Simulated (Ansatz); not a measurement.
The cluster Si3H6⁻. Charge -1, multiplicity 2. Geometry PBE0-D4/def2-TZVPD.

Cartesian coordinates in Å:
```
Si -0.383 0.323 -1.470
Si -0.759 -0.054 0.797
Si 1.506 -0.243 0.290
H -0.664 -1.013 -2.107
H 2.067 1.112 0.635
H -1.251 1.071 1.666
H 2.362 -1.179 1.159
H -1.356 1.250 -2.217
H -1.522 -1.268 1.247
```

B3LYP takes the VWN-RPA correlation. At PBE-D4/def2-TZVPD, revPBE-D4/def2-TZVPD, r2SCAN-D4/def2-TZVPD, B3LYP-D4/def2-TZVPD the highest occupied level of the charge -1 doublet lies above zero (up to 0.81 eV). The electron is either unbound and held by the finite basis, or the level is raised by self-interaction error. Another isomer (doublet) lies 0.70 eV lower at PBE0-D4/def2-TZVPD; other spin states weren't run for this one.

**Question.** Estimate the α-spin orbital energies around the gap (eV) in Ansatz with PBE-D4/def2-TZVPD, revPBE-D4/def2-TZVPD, r2SCAN-D4/def2-TZVPD, B3LYP-D4/def2-TZVPD, PBE0-D4/def2-TZVPD.

**Answer.** 
```tsv
orbital	PBE-D4/def2-TZVPD	revPBE-D4/def2-TZVPD	r2SCAN-D4/def2-TZVPD	B3LYP-D4/def2-TZVPD	PBE0-D4/def2-TZVPD
HOMO−5	-4.16	-4.12	-4.51	-5.20	-5.47
HOMO−4	-3.40	-3.37	-3.72	-4.48	-4.67
HOMO−3	-3.23	-3.20	-3.55	-4.26	-4.46
HOMO−2	-1.21	-1.16	-1.39	-1.95	-2.14
HOMO−1	-0.98	-0.94	-1.18	-1.73	-1.95
HOMO	0.77	0.81	0.58	0.17	-0.02
LUMO	3.02	3.04	3.54	3.37	3.55
LUMO+1	3.17	3.20	3.63	3.56	3.72
LUMO+2	3.37	3.43	3.73	3.78	3.95
LUMO+3	3.46	3.51	3.89	4.10	4.20
LUMO+4	4.03	4.08	4.57	4.42	4.58
LUMO+5	4.27	4.32	4.61	4.79	4.93
β HOMO	-0.58	-0.52	-0.64	-1.20	-1.34
β LUMO	1.52	1.61	1.86	2.05	2.32
```
